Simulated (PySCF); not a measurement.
Towards the basis-set limit for NO

State: ²Π, doublet, unpaired electrons π ↑. De refers to N + O. ROHF-based CCSD(T) in PySCF 2.14 with N cc-pVTZ, O cc-pVTZ and N cc-pVQZ, O cc-pVQZ (frozen core orbitals: 2; no relativity). Correlation energies are extrapolated as n⁻³ (n = 3, 4), Hartree–Fock as (n+1)·exp(−9√n). CV is the change on freezing 0 orbitals instead, in N cc-pwCVTZ, O cc-pwCVTZ. SR is the spin-free X2C energy in N cc-pVTZ-DK, O cc-pVTZ-DK less the non-relativistic one in N cc-pVTZ, O cc-pVTZ.

| Level | Re (Å) | ωe (cm⁻¹) | ωexe (cm⁻¹) | αe (cm⁻¹) | De (eV) |
| --- | --- | --- | --- | --- | --- |
| CCSD(T)/TZ | 1.1565 | 1902.6 | 13.6 | 0.0170 | 6.222 |
| CCSD(T)/QZ | 1.1528 | 1911.4 | 13.4 | 0.0170 | 6.434 |
| HF/CBS | 1.1123 | 2247.8 | 12.0 | 0.0144 | 2.479 |
| MP2/CBS | 1.1542 | 1927.9 | 10.5 | 0.0147 | 7.108 |
| CCSD/CBS | 1.1412 | 2007.6 | 12.7 | 0.0160 | 6.165 |
| CCSD(T)/CBS | 1.1509 | 1921.1 | 13.4 | 0.0170 | 6.566 |
| CCSD(T)/CBS+CV | 1.1492 | 1928.0 | 13.4 | 0.0170 | 6.585 |
| CCSD(T)/CBS+CV+SR | 1.1492 | 1926.2 | 13.4 | 0.0170 | 6.577 |

**Question.** How much is left between CCSD(T)/QZ and the basis-set limit, and how much do the triples give at the limit?

**Answer.** CCSD(T)/CBS less CCSD(T)/QZ: -1.9 mÅ in Re, +9.7 cm⁻¹ in ωe and +0.132 eV in De. CCSD(T)/CBS less CCSD/CBS: +9.7 mÅ in Re, -86.5 cm⁻¹ in ωe and +0.401 eV in De.

**Question.** What do the later terms add?

**Answer.** CV: -1.7 mÅ in Re, +6.9 cm⁻¹ in ωe and +0.019 eV in De; SR: +0.0 mÅ in Re, -1.8 cm⁻¹ in ωe and -0.008 eV in De, each against the row above.

The T1 diagnostic is 0.023. The state was picked by a PBE0 search and need not be the measured ground state. Spin–orbit coupling, excitations beyond (T) and corrections to the Born–Oppenheimer picture are left out.

The whole job (state search and all basis sets along the bond) took about 13 min on 4 threads of Intel Xeon Platinum 8375C @ 2.90GHz (shared host), peak memory 7.8 GiB.
